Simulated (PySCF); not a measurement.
Rigid-rotor lines calculated for a species of formula C3H4Cl2O (commonest isotopes; PBE0-D3(BJ)/def2-SVP geometry optimisation, gas phase in PySCF 2.14.0), labelled J(Ka,Kc):

| transition | MHz |
| --- | --- |
| 1(0,1) ← 0(0,0) | 2685.3 |
| 1(1,1) ← 0(0,0) | 4712.0 |
| 2(1,2) ← 1(1,1) | 4897.4 |
| 2(1,1) ← 1(1,0) | 5843.8 |
| 2(0,2) ← 1(0,1) | 5297.0 |

Task: Find the rotational constants.

Result: 1(0,1) ← 0(0,0) is B + C, 2(1,1) ← 1(1,0) is 3B + C and 2(1,2) ← 1(1,1) is B + 3C, so B − C is half the difference of the last two, 473.2 MHz. 1(1,1) ← 0(0,0) is A + C. A = 3606.0, B = 1579.3, C = 1106.0 MHz.

Task: What moments of inertia, asymmetry and inertial defect follow?

Result: I = 505379 MHz·u·Å² over each constant: Ia = 140.15, Ib = 320.01, Ic = 456.92 u·Å²; κ = (2B − A − C)/(A − C) = -0.621 (asymmetric top); Δ = Ic − Ia − Ib = -3.24 u·Å².

Task: Which dipole components do these lines need?

Result: μa and μb (a-type: ΔKa even, ΔKc odd; b-type: both odd). The calculation gives |μa| = 1.82 D, |μb| = 0.13 D, |μc| = 0.00 D.

Task: Where do these fall, and of which type are they? 3(2,2) ← 2(1,1); 3(2,2) ← 2(2,1); 2(2,1) ← 2(1,2); 2(1,2) ← 1(0,1); 1(1,0) ← 1(1,1); 3(1,2) ← 2(2,1); 2(2,0) ← 1(1,1).

Result: 
```tsv
transition	MHz	type	branch
1(1,0) ← 1(1,1)	473	a	Q
3(1,2) ← 2(2,1)	2635	b	R
2(1,2) ← 1(0,1)	6924	b	R
2(2,1) ← 2(1,2)	7500	b	Q
3(2,2) ← 2(2,1)	8056	a	R
2(2,0) ← 1(1,1)	12471	b	R
3(2,2) ← 2(1,1)	14136	b	R
```

Task: Which structure gave them?

Result: `COC=C(Cl)Cl`, point group Cs. Three constants can't fix a structure by themselves; this is the one that was computed:
```xyz
10
C3H4Cl2O angstrom
C     -1.674   -0.012    0.212
O     -0.747   -1.075    0.188
C      0.556   -0.893   -0.011
C      1.309    0.202   -0.226
Cl     3.016    0.001   -0.442
Cl     0.781    1.845   -0.316
H     -2.652   -0.475    0.395
H     -1.699    0.526   -0.747
H     -1.453    0.701    1.020
H      1.092   -1.846    0.011
```

The values belong to one conformer (point group Cs) with, in the numbering `[CH3:1][O:2][CH:3]=[C:4]([Cl:5])[Cl:6]`, C1–O2–C3–C4 0°. No PBE0-D3(BJ)/def2-SVP frequencies stand behind this structure, so it isn't proved a minimum. Constants of a rigid frame at the computed geometry: no zero-point averaging, no centrifugal distortion. A rigid rotor knows nothing of internal rotation, which can split or shift real lines. Quadrupole hyperfine structure (35Cl) is left out.
